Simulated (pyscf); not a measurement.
H₃C–NH• (SMILES C[NH]), doublet

Gas-phase minimum from PySCF at ωB97X-D3(BJ)/def2-SVP, one conformer. H₃C–NH• lies 7.3 kcal/mol over its isomer •H₂C–NH₂, and others may lie lower still (electronic energy, ωB97M-D3(BJ)). 

```
C
H 1 1.1016
H 1 1.1100 2 108.24
H 1 1.1100 2 108.22 3 -113.98
N 1 1.4358 2 111.16 4 -122.96
H 5 1.0314 1 106.18 2 -179.85
```
Charge 0, spin multiplicity 2.

Properties at ωB97X-D3(BJ)/def2-SVP:

```
Item                                                                                                                                                                                       Value
---------------------------------------------------------------------------------------------------------------------  -------------------------------------------------------------------------
Harmonic wavenumbers, unscaled                                                                                         263, 956, 1012, 1103, 1331, 1392, 1469, 1476, 2989, 3053, 3142, 3440 cm⁻¹
Zero-point energy                                                                                                                                                                  30.9 kcal/mol
Rotational symmetry number                                                                                                                                                                     1
Entropy of this conformer at 298 K and 1 atm, rigid rotor and harmonic oscillator, modes under 100 cm⁻¹ raised to 100                                                            244.6 J/(mol K)
Dipole moment                                                                                                                                                                             2.00 D
Spin expectation value S2                                                                                                                                                                  0.753
```

Single-point totals, which compare only within one level (frozen core for MP2 and CC):

```json
[
 {"level": "ωB97X-D3(BJ)/def2-TZVP", "total energy (hartree)": "-95.26744"},
 {"level": "PBE/def2-TZVP", "total energy (hartree)": "-95.10118"},
 {"level": "r²SCAN/def2-TZVP", "total energy (hartree)": "-95.17144"},
 {"level": "B3LYP-D3(BJ)/def2-TZVP", "total energy (hartree)": "-95.23757"},
 {"level": "PBE0-D3(BJ)/def2-TZVP", "total energy (hartree)": "-95.11434"},
 {"level": "M06-2X/def2-TZVP", "total energy (hartree)": "-95.17451"},
 {"level": "ωB97M-D3(BJ)/def2-TZVP", "total energy (hartree)": "-95.24664"},
 {"level": "UHF/def2-TZVPP", "total energy (hartree)": "-94.63342"},
 {"level": "MP2/def2-TZVPP", "total energy (hartree)": "-94.98782"},
 {"level": "CCSD/def2-TZVPP", "total energy (hartree)": "-95.01782"},
 {"level": "CCSD(T)/def2-TZVPP", "total energy (hartree)": "-95.03094"}
]
```

The CCSD(T) − MP2 part came from Ansatz, without density fitting, on the same reference.
